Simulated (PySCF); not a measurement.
C5H12N (charge +1).
Numbering: `[CH3:1][CH2:2][CH:3]1[CH2:4][NH2+:5][CH2:6]1` (hydrogens: H7, H8, H9 on C1; H10, H11 on C2; H12 on C3; H13, H14 on C4; H15, H16 on N5; H17, H18 on C6)

Method: PySCF, PBE0-D3(BJ)/def2-SVP geometry optimisation, gas phase.

Problem. Give the optimised bond lengths and angles.

Solution. 
```tsv
bond	length (pm)	order
C1–C2	152.0	single
C2–C3	151.5	single
C3–C4, C3–C6	153.9	single
C4–N5, N5–C6	151.5	single
C1–H7, C1–H8, C1–H9	110.1	single
C2–H10, C2–H11	110.4	single
C3–H12	110.2	single
C4–H13, C6–H18	109.9	single
C4–H14, C6–H17	109.7	single
N5–H15	102.6	single
N5–H16	102.6	single
```

Bonds in one row agree within 1 pm and their mean is given. Orders are formal, as drawn. A selection of angles:
```tsv
angle	degrees
C2–C1–H7	111.9
H7–C1–H8	107.8
C1–C2–C3	112.6
C1–C2–H10	110.4
C3–C2–H10	109.0
C3–C2–H11	108.4
H10–C2–H11	106.1
C2–C3–C4	117.9
C2–C3–H12	110.1
C4–C3–C6	87.6
C4–C3–H12	110.4
C6–C3–H12	110.6
C3–C4–N5	89.8
C3–C4–H13	113.7
C3–C4–H14	119.9
N5–C4–H13	108.9
N5–C4–H14	112.7
H13–C4–H14	110.0
C4–N5–C6	89.3
C4–N5–H15	112.6
C4–N5–H16	117.2
H15–N5–H16	107.2
```

Dihedral angles: C1–C2–C3–C4 -68° (synclinal); C2–C3–C4–N5 -135° (anticlinal); C3–C4–N5–C6 14° (synperiplanar); C4–N5–C6–C3 -14° (synperiplanar); C2–C3–C6–N5 134° (anticlinal). The mirror-image conformer, all signs reversed, is as good.

N5 (ammonium nitrogen) has angles from 89.3° to 117.3°. The C–C distances run from 1.515 Å (C2–C3, drawn single) to 1.541 Å (C3–C4, drawn single), a spread of 0.026 Å. Of the pairs four or more bonds apart, C4···H7 is among the closest relative to their van der Waals radii: 2.94 Å, 101 % of the sum of Bondi's values. The 4-membered ring C3–C4–N5–C6 has internal angles of 87.6° to 89.9°; it is puckered, 0.09 Å rms from its mean plane, widest ring torsion 14°.

Point group: C1 (no symmetry element, even within 0.4 Å). No frequency check.
